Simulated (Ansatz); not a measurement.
**How well does each level of theory give the lattice constant a of rock-salt LiF?**

Reference value: 3.972 Å (measured, static lattice: zero-point anharmonic expansion removed, our sources range from 3.964 to 3.974; as tabulated in Mejia-Rodriguez and Trickey (2018), arXiv:1807.09216).

**Question.** Put these levels in order of the lattice constant a that they give for rock-salt LiF, smallest first: B3LYP (VWN-RPA form) (Ansatz, a quantum-chemistry and plane-wave program), LDA (Ansatz), r²SCAN (Ansatz).

**Answer.** LDA (3.909 Å), r²SCAN (3.990 Å), B3LYP (VWN-RPA form) (4.024 Å)

Errors against the reference: LDA -1.59 %, r²SCAN +0.45 %, B3LYP (VWN-RPA form) +1.31 %.

Cutoffs and k meshes differ between the levels. Ansatz's density-functional and Hartree–Fock values are scalar-relativistic unless marked +SOC, with PAW data made under PBE.

Differences are worked out from the printed values.
